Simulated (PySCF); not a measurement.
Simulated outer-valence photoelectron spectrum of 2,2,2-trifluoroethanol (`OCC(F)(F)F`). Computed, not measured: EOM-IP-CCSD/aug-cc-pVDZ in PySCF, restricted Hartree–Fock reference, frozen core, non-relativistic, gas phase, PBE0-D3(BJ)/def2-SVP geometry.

Each root has a Gaussian of 0.3 eV full width with its one-hole share as area; cross sections and vibrations are left out, and the highest printed point is 100.

| ionisation energy (eV) | intensity |
| --- | --- |
| 11.2 | 0 |
| 11.3 | 3 |
| 11.4 | 16 |
| 11.5 | 43 |
| 11.6 | 61 |
| 11.7 | 47 |
| 11.8 | 19 |
| 11.9 | 4 |
| 12.0 | 1 |
| 12.1 | 0 |
| 12.2 | 0 |
| 12.3 | 0 |
| 12.4 | 0 |
| 12.5 | 0 |
| 12.6 | 0 |
| 12.7 | 0 |
| 12.8 | 0 |
| 12.9 | 1 |
| 13.0 | 7 |
| 13.1 | 27 |
| 13.2 | 54 |
| 13.3 | 58 |
| 13.4 | 34 |
| 13.5 | 11 |
| 13.6 | 2 |
| 13.7 | 0 |
| 13.8 | 0 |
| 13.9 | 0 |
| 14.0 | 0 |
| 14.1 | 0 |
| 14.2 | 0 |
| 14.3 | 0 |
| 14.4 | 0 |
| 14.5 | 0 |
| 14.6 | 1 |
| 14.7 | 6 |
| 14.8 | 25 |
| 14.9 | 62 |
| 15.0 | 96 |
| 15.1 | 100 |
| 15.2 | 82 |
| 15.3 | 71 |
| 15.4 | 67 |
| 15.5 | 49 |
| 15.6 | 33 |
| 15.7 | 44 |
| 15.8 | 60 |
| 15.9 | 49 |
| 16.0 | 25 |
| 16.1 | 24 |
| 16.2 | 46 |
| 16.3 | 61 |
| 16.4 | 44 |
| 16.5 | 18 |
| 16.6 | 13 |
| 16.7 | 32 |
| 16.8 | 57 |
| 16.9 | 55 |
| 17.0 | 28 |
| 17.1 | 8 |
| 17.2 | 1 |

Problem. Where are the maxima, and how many lines lie under the curve?

Solution. 6 maxima, at 11.6, 13.3, 15.1, 15.8, 16.3 and 16.8 eV, from 8 lines. At this width some lines have no maximum of their own.

Problem. List the lines with their holes.

Solution. 
```json
{"E (eV)": "11.61", "leading hole (HF orbital)": "HOMO", "area": "0.95", "Koopmans (eV)": "13.28"}
{"E (eV)": "13.26", "leading hole (HF orbital)": "HOMO-1", "area": "0.96", "Koopmans (eV)": "14.62"}
{"E (eV)": "14.98", "leading hole (HF orbital)": "HOMO-2", "area": "0.95", "Koopmans (eV)": "17.01"}
{"E (eV)": "15.13", "leading hole (HF orbital)": "HOMO-4", "area": "0.95", "Koopmans (eV)": "17.82"}
{"E (eV)": "15.40", "leading hole (HF orbital)": "HOMO-3", "area": "0.95", "Koopmans (eV)": "17.24"}
{"E (eV)": "15.82", "leading hole (HF orbital)": "HOMO-5", "area": "0.95", "Koopmans (eV)": "18.22"}
{"E (eV)": "16.30", "leading hole (HF orbital)": "HOMO-6", "area": "0.95", "Koopmans (eV)": "18.36"}
{"E (eV)": "16.84", "leading hole (HF orbital)": "HOMO-7", "area": "0.95", "Koopmans (eV)": "19.10"}
```

The widest gap, 1.72 eV, lies between 13.26 and 14.98 eV. Only orbitals with −ε under 21 eV, eight at most, were ionised, so the high end of the curve may lack lines.

Shape of the structure used: `[OH:1][CH2:2][C:3]([F:4])([F:5])[F:6]`: O1–C2–C3–F4 56°, H–O1–C2–C3 -61°.

One conformer stands for the species.
